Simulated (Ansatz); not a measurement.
Born–Oppenheimer molecular dynamics of CO (2 atoms, charge 0, multiplicity 1). It starts from a relaxed structure.

All numbers below come from UKS BLYP-D4/6-31G in Ansatz.

```json
{
 "ensemble": "NVE (velocity Verlet)",
 "time step": "1 fs",
 "steps asked": "400",
 "starting velocities drawn for": "1500 K",
 "seed": "866171"
}
```

First frame:

```xyz
2
Properties=species:S:1:pos:R:3
C 0.500 -0.162 0.258
O -0.500 0.162 -0.258
```

Question: What does the run give?

Answer: All steps were run.

```
steps done                                               : 400
time covered                                             : 400 fs
mean temperature over the second half                    : 753 K
spread of the potential energy over the second half      : 11.8 meV per atom
mean potential energy of the second half above the start : 16.7 meV per atom
```

The conserved energy stayed within 1.2 meV per atom of its start (net change 0.11 meV per atom), so the integration is sound. The temperature averaged 0.50 of the 1500 K drawn at the start: a run that starts near a minimum puts about half its kinetic energy into the potential. A run of 0.4 ps of so small a system gives no equilibrium averages. Limits of this set-up: no polarisation functions.

Question: What happens to the structure?

Answer: The same pairs are bonded in the first frame and the last. Pairs count as bonded within 1.25 times the sum of covalent radii (0.12 Å more for H–H). The details hang on the random start.

Question: How do temperature and energy run in time?

Answer: 
```csv
time (fs),T (K),potential energy less start (eV),conserved less start (meV/atom)
0.0,1500,0.000,0.00
13.0,1,0.067,1.22
26.0,1498,0.000,-0.01
39.0,66,0.064,1.04
52.0,1256,0.011,0.25
65.0,317,0.053,0.91
78.0,1194,0.014,0.16
91.0,477,0.046,0.79
104.0,704,0.036,0.65
117.0,960,0.024,0.34
130.0,559,0.042,0.69
143.0,1057,0.020,0.40
156.0,190,0.058,0.97
169.0,1437,0.003,0.01
182.0,60,0.064,1.16
195.0,1459,0.002,0.06
208.0,1,0.067,1.08
221.0,1432,0.003,0.09
234.0,96,0.063,1.12
247.0,1403,0.004,0.02
260.0,237,0.056,0.94
273.0,991,0.023,0.45
286.0,637,0.038,0.62
299.0,884,0.027,0.40
312.0,774,0.032,0.60
325.0,414,0.048,0.83
338.0,1253,0.011,0.12
351.0,255,0.056,0.97
364.0,1307,0.009,0.21
377.0,41,0.065,1.05
390.0,1500,0.000,0.00
```

The run took 110 s on 1 CPU thread of a shared host.
